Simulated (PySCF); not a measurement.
Molecule: SMILES CC#N, C₂H₃N.

Atoms are numbered as in `[CH3:1][C:2]#[N:3]`; H(Xn) means a hydrogen on atom n.

Geometry PBE0-D3(BJ)/def2-SVP throughout; GIAO in PySCF 2.14, gas phase, one conformer, non-relativistic; equivalent atoms averaged; basis pcSseg-2.

Task: How do the shifts δ (against TMS, NH3 at the same level) depend on the functional? (ppm; last column core-seconds on shared hosts with different chips, so compare them loosely; the GGAs took longer than the global hybrids here, which isn't the general rule, and the cause wasn't traced)

Result: 
```tsv
functional	kind	C2	C1	N3	H(C1)	core-s
HF	Hartree–Fock	128.0	1.2	302.8	1.84	1.9
LDA	LDA	124.2	-2.0	310.0	1.70	4.5
PBE	GGA	119.3	0.2	297.0	1.74	5.3
BLYP	GGA	117.8	-0.1	295.3	1.79	5.3
BP86	GGA	118.8	0.7	294.4	1.75	5.2
OPBE	GGA	117.0	2.2	287.8	1.75	5.5
KT2	GGA	111.1	0.9	278.7	1.80	5.4
KT3	GGA	110.4	1.9	275.6	1.83	5.8
B97-D	GGA	115.8	1.2	284.4	1.79	5.1
B3LYP	global hybrid	121.5	0.3	299.0	1.79	4.4
PBE0	global hybrid	123.5	0.9	300.4	1.75	3.7
mPW1PW91	global hybrid	123.4	1.2	300.4	1.76	3.7
WP04	global hybrid	118.9	3.7	289.1	1.84	4.5
B97-2	global hybrid	120.7	1.5	292.3	1.77	4.3
BHandHLYP	global hybrid	125.3	0.6	302.4	1.81	4.3
CAM-B3LYP	range-separated hybrid	125.1	-0.2	301.7	1.77	5.7
wB97X-D	range-separated hybrid	124.8	1.4	299.3	1.74	5.4
LC-wPBE	range-separated hybrid	129.8	1.3	301.3	1.68	8.1
```

Task: Which nucleus moves most, in ppm?

Result: N3 (nitrile nitrogen): from 275.6 ppm with KT3 to 310.0 ppm with LDA. The smallest spread is 0.16 ppm, at H(C1). Proton shifts span only some 12 ppm, so a few tenths of a ppm matter as much there as several ppm in carbon.
